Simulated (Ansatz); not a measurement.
**H₂O (singlet): wave-function methods side by side at distance O1–H2 = 1.181 Å, cc-pVTZ**

One table from this session's results is given with a row withheld; the runs are named, their logs left out.

Computed with Ansatz 0.2.0, Gaussian basis. Level: cc-pVTZ, core rule «outside noble gas», up to 1 orbitals frozen.

To be run: UHF; CCSD(T) on RHF; BCCD(T) on RHF; CISD; CCSDT(Q) on RHF; CASSCF and NEVPT2, 2 electrons in 2 orbitals; CASSCF and MRCISD+Q, 8 electrons in 6 orbitals; CASSCF and NEVPT2, 8 electrons in 6 orbitals.

21 further runs of the same task are left out: 12 that didn't finish, 9 set aside as unsound or not needed.

**What is computed**

The geometry derives from a PBE0/def2-TZVP stationary point (not a proven minimum). One bond is set to the value named and the two fragments are kept rigid.

3 atoms, charge 0, spin multiplicity 1.

Atoms are counted from 1 here; the program's logs count them from 0.

Bond lengths: O1–H2 1.181 Å, O1–H3 0.960 Å. Angles: H2–O1–H3 105.1°.

Geometry (Å):

```xyz
3
charge 0, multiplicity 1
O     0.0000   -0.0729    0.0098
H     0.0000    0.6456   -0.9275
H     0.0000    0.5109    0.7714
```

Set-up of the first run:

Input file in.yaml:

```yaml
crystal:
  periodic: [false, false, false]
  atoms:
    - {symbol: O, position_ang: [0.000000, -0.072856, 0.009834]}
    - {symbol: H, position_ang: [0.000000, 0.645603, -0.927490]}
    - {symbol: H, position_ang: [0.000000, 0.510872, 0.771384]}
basis:
  gaussian: {orbitals: cc-pVTZ}
magnetization: {spin_polarized: true, initial_magnetization: 0}
hamiltonian: {xc: hf}
output: {orbitals: {seedname: orbitals}}
```

Run with:

```
> ansatz run in.yaml --threads 1 --pin off --events-out ev --progress --plain --max-ram 2393MiB
```

Among the steps run: UHF; CCSD(T) on RHF; BCCD(T) on RHF; CISD; CCSDT(Q) on RHF; CASSCF and NEVPT2, 2 electrons in 2 orbitals; CASSCF and MRCISD+Q, 8 electrons in 6 orbitals; CASSCF and NEVPT2, 8 electrons in 6 orbitals.

One table of the session follows, with a row left open; its other results are not shown here.

It belongs to the step «Misses and costs». 

```
          method  from RCCSDT(Q) (kcal/mol)
             RHF                    +178.54
            RMP2                      +9.34
            CISD                     +13.61
           RCCSD                          ?
        RCCSD(T)                      +0.37
         BCCD(T)                      +0.37
          RCCSDT                      +0.33
       RCCSDT(Q)                          0
     CASSCF pair                    +158.74
     NEVPT2 pair                      +8.92
  CASSCF valence                    +138.18
  NEVPT2 valence                     +19.16
  MRCISD valence                      +7.50
MRCISD+Q valence                      +1.34
```

Q: Estimate the row for RCCSD from the others.

**Answer.** from RCCSDT(Q) (kcal/mol): +5.81. In the column «from RCCSDT(Q) (kcal/mol)» it lies between MRCISD+Q valence (+1.34) and MRCISD valence (+7.50).
